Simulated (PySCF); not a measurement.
**LiAl⁺ from Hartree–Fock to correlated methods**

State: ²Σ⁺ (doublet), unpaired electrons σ ↑. Set-up: basis Li cc-pVDZ, Al cc-pV(D+d)Z; no relativity; PySCF 2.14. De refers to Li⁺ + Al in their high-spin ground configurations, without counterpoise correction. The functionals are run spin-unrestricted. A positive dipole points towards Al; it is taken about the centre of mass and depends on that origin.

```tsv
Level	Re (Å)	ωe (cm⁻¹)	De (eV)	μ (D)
UHF	3.064	235	1.22	-7.09
UHF-MP2	3.059	236	1.18	n/a
UHF-SCS-MP2	3.058	237	1.18	n/a
UHF-CCSD	3.054	240	1.17	n/a
UHF-CCSD(T)	3.053	241	1.17	n/a
PBE	3.073	218	1.29	-6.76
PBEsol	3.079	217	1.28	-6.80
revPBE	3.087	217	1.28	-6.80
r²SCAN	3.064	230	1.18	-7.10
r²SCANh	3.053	234	1.19	-7.08
PBE0	3.036	232	1.27	-6.83
ωB97X	2.997	254	1.16	-7.14
```

(1) Which functional lies closest to UHF-CCSD(T) in De, which farthest, and by how much do they differ from it?

(2) What does the triples do here, going from UHF-CCSD to UHF-CCSD(T)?

(3) What does all correlation do here, going from UHF to UHF-CCSD(T)?

Correlated steps freeze 5 core orbitals. Correlated levels converge slowly with the basis: in double zeta they bind strong bonds too weakly, by up to about 1 eV, and carry superposition errors of some tenths. For an ion De counts to the pair picked by the measured ionisation energies or electron affinities, which need not be the lowest pair at this level. The state is the lowest determinant that a PBE0 search found; another state may lie lower at other levels.

Results:

(1) Closest is r²SCAN (+1.1 pm in Re, -4.6 % in ωe, +0.01 eV in De against UHF-CCSD(T) in the same basis), farthest PBE (+2.0 pm in Re, -9.5 % in ωe, +0.12 eV in De). CCSD(T) converges more slowly with the basis than the functionals do and binds too weakly in this one, so the order can change at the basis-set limit.

(2) UHF-CCSD(T) less UHF-CCSD: -0.1 pm in Re, +0.4 % in ωe, +0.00 eV in De. The bond length hardly moves.

(3) UHF-CCSD(T) less UHF: -1.1 pm in Re, +2.6 % in ωe, -0.05 eV in De. The bond shortens, as in weak, metallic or heavy-atom bonds, where dispersion and the correlation of outer-core electrons pull the atoms together.
